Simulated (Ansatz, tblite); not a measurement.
Spin states of MgSi2 (the lowest singlet isomer of a short search), each relaxed with r2SCAN-D4/def2-TZVP in Ansatz. Electronic energies in the gas phase.

The xTB rows come from tblite. LC-ωPBE has ω = 0.4 bohr⁻¹. B3LYP takes the VWN-RPA correlation. HSE06 is defined as in plane-wave codes, on full-range PBE exchange. Correlated methods freeze 11 core orbitals; core or outer-core shells of Mg are correlated, in sets that lack core-valence functions. In CCSD on the charge 0 quintet the largest single amplitude is 0.19, so its Hartree–Fock determinant may place the open shell otherwise than the density functionals do. The structure comes from a short search, and lower isomers may exist.

Singlet geometry (C2v within 0.1 Å):

Cartesian coordinates in Å:
```
Mg -1.4217 0.3516 0.3261
Si 0.7663 0.6786 -0.8446
Si 0.6554 -1.0302 0.5185
```

Triplet geometry (C2v within 0.1 Å):

```xyz
3

Mg   -0.7753   -1.0456   -1.0974
Si    1.3260    0.2143    0.1812
Si   -0.5508    0.8313    0.9161
```

Quintet geometry (C2v within 0.1 Å):

```tsv
atom	x (Å)	y (Å)	z (Å)
Mg1	-1.1017	1.2999	0.0027
Si2	1.0482	-0.2303	0.9402
Si3	0.0535	-1.0695	-0.9429
```

⟨S²⟩: triplet 2.01 at PBE0-D4/def2-TZVP (pure 2.00), quintet 6.01 at PBE0-D4/def2-TZVP (pure 6.00).

Run but left out: HF/def2-TZVP, HF/def2-TZVPP (singlet: restricted singlet, unstable towards broken spin symmetry); MP2/def2-TZVP, MP2/def2-TZVPP (triplet: ⟨S²⟩ 2.53 to 2.54, where a pure state has 2.00).

Only these spin states were relaxed.

```
              level  triplet − singlet (kcal/mol)  quintet − singlet (kcal/mol)  lowest of these                                                                                                                             remarks
           GFN1-xTB                          26.6                          63.9          singlet                                                                                                                                   –
           GFN2-xTB                          28.8                          65.8          singlet                                                                                                                                   –
   PBE-D4/def2-TZVP                          11.5                          42.1          singlet                                                                                                                                   –
r2SCAN-D4/def2-TZVP                           8.2                          39.1          singlet                                                                                                                                   –
 B3LYP-D4/def2-TZVP                          11.5                          42.3          singlet                                                                                                                                   –
  PBE0-D4/def2-TZVP                           9.8                          38.8          singlet                                                                                                                                   –
 HSE06-D4/def2-TZVP                          10.0                          39.0          singlet                                                                                                                                   –
  LC-ωPBE/def2-TZVP                           6.4                          33.4          singlet                                                                                                                                   –
  ωB97X-V/def2-TZVP                          11.6                          43.1          singlet                                                                                                                                   –
  ωB97M-V/def2-TZVP                          15.9                          47.3          singlet                                                                                                                                   –
  RPA@PBE/def2-TZVP                          11.9                          43.7          singlet                                                                                                                                   –
    CCSD/def2-TZVPP                          11.5                          39.9          singlet  large T1 (0.024) (singlet), large T1 (0.067) (triplet), restricted SCF unstable (singlet), spin-contaminated (⟨S²⟩ 2.54) (triplet)
 CCSD(T)/def2-TZVPP                          13.4                          44.3          singlet  large T1 (0.024) (singlet), large T1 (0.067) (triplet), restricted SCF unstable (singlet), spin-contaminated (⟨S²⟩ 2.54) (triplet)
```

Change of the quintet − singlet gap on mixing in exact exchange, in kcal/mol: PBE to PBE0 (25 % exact exchange) -3.2.

The xTB methods have no term that favours high spin, so they put low spin too low.
